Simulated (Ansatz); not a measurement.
Mulliken charges of C2H5FN2 (`C/N=C(/N)F`) from PBE/def2-TZVPP in Ansatz (PBE0-D4/def2-TZVP geometry).

| atom | x (Å) | y (Å) | z (Å) | charge (e) |
| --- | --- | --- | --- | --- |
| C1 | -1.431 | 0.445 | 0.672 | -0.178 |
| N2 | -0.378 | -0.489 | 0.350 | -0.236 |
| C3 | 0.630 | -0.090 | -0.266 | 0.215 |
| N4 | 1.743 | -0.822 | -0.550 | -0.272 |
| F5 | 0.789 | 1.178 | -0.708 | -0.176 |
| H6 | -1.075 | 1.268 | 1.301 | 0.092 |
| H7 | -2.215 | -0.081 | 1.216 | 0.100 |
| H8 | -1.879 | 0.886 | -0.225 | 0.092 |
| H9 | 2.272 | -0.534 | -1.356 | 0.175 |
| H10 | 1.627 | -1.813 | -0.430 | 0.188 |

By hand: the dipole of these point charges (1 e Å = 4.8032 D).

Σ q r = (0.077, -0.211, -0.083) e Å, of length 0.239 e Å = 1.15 D.

How does the dipole of the full density compare? (Estimate.)

Computed: (0.220, -0.116, -0.266) e Å, 1.75 D; the point charges give 0.66 times that, at 43° from its direction.

Point charges leave out the atoms' own dipoles, such as those of lone pairs, and Mulliken's split depends on the basis, so the two needn't agree.
